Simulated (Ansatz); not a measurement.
**Forces on a displaced structure**

SiH₃ClO, singlet, at a displaced guess of a reacting structure.

```xyz
6
angstrom
Si -0.4578 0.6077 0.5845
Cl 0.3794 2.0187 -0.5688
H 0.4641 -0.6296 0.9092
O 0.3487 -1.2889 -0.1707
H -1.8068 0.5428 0.0232
H 1.1680 -1.1982 -0.7880
```

Ansatz 0.2.0; basis: def2-TZVPP; cores frozen in the correlated methods. B3LYP uses VWN-RPA correlation.

CCSD(T) forces from the calculation:
| atom | Fx | Fy | Fz (eV/Å) |
| --- | --- | --- | --- |
| Si1 | -0.327 | -0.681 | 0.161 |
| Cl2 | 0.606 | 0.929 | -0.722 |
| H3 | 0.780 | -1.375 | -0.584 |
| O4 | 1.323 | 1.124 | -0.521 |
| H5 | -0.464 | -0.152 | -0.102 |
| H6 | -1.919 | 0.155 | 1.768 |

Q: Which atom feels the largest CCSD(T) force, and how large is it?

A: H6, 2.61 eV/Å, along (-0.73, 0.06, 0.68).

Root-mean-square difference of the force components from those of CCSD(T): PBE0-D4 0.098; wB97M-V 0.138; r2SCAN-D4 0.102; PBE-D4 0.214; LC-wPBE 0.213; B3LYP-D4 0.072 eV/Å.

T1 diagnostic: at most 0.016. The restricted Hartree–Fock reference is unstable towards an unrestricted one here. These are differences at one structure, and CCSD(T) in triple zeta is itself an approximation.

For scale, one of the runs: CCSD(T)/def2-TZVPP forces, 157 basis functions (an equivalent command: `ansatz run in.yaml --threads 4`). The run took 56 s on 4 CPU threads (shared host), with 1.9 GiB of host memory at its peak.
